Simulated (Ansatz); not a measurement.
The same path of C4H8O (13 atoms, charge 0, multiplicity 1) was run twice with different band settings. Lost on the way: O4–C5, C5–H12. Made: O4–H12.

Computed with Ansatz, RKS revPBE/6-31G*.

Relaxed end points:

```xyz
13
Properties=species:S:1:pos:R:3
C -0.580 -0.506 1.328
C 0.305 0.213 0.307
C 0.882 -0.598 -0.886
O 0.365 0.360 -1.857
C -0.375 1.054 -0.809
H 0.011 -1.201 1.951
H -1.071 0.214 2.007
H -1.372 -1.092 0.827
H 1.093 0.789 0.823
H 1.983 -0.695 -0.948
H 0.426 -1.603 -1.014
H -0.176 2.143 -0.815
H -1.469 0.888 -0.898
```

```xyz
13
Properties=species:S:1:pos:R:3
C -0.612 -0.624 1.337
C 0.225 0.316 0.448
C 0.809 -0.348 -0.807
O 0.097 0.409 -1.887
C -0.512 1.428 -0.375
H 0.011 -1.380 1.854
H -1.141 -0.046 2.117
H -1.377 -1.155 0.739
H 1.026 0.770 1.067
H 1.900 -0.262 -0.946
H 0.511 -1.399 -0.947
H 0.663 1.170 -2.132
H -1.579 1.088 -0.452
```

Common settings: movable images 5; climbing image yes; spring 5.0 eV/Å²; optimiser quadratic models (default); force threshold 0.05 eV/Å; iteration limit 60; end points relaxed.

| run | start path |
| --- | --- |
| 1 | through a guess of the saddle point |
| 2 | straight line |

Task: What does each run give, and how far can it be trusted?

Result: Run 1: converged after 35 iterations, highest image 3.482 eV above the first end. The highest image is an end point: on this band no image between the ends rises above it.
Run 2: converged after 29 iterations, highest image 3.482 eV above the first end. The highest image is an end point: on this band no image between the ends rises above it.
The orbitals stay closed-shell, which can raise the energy where a bond breaks towards radicals; this wasn't checked here.
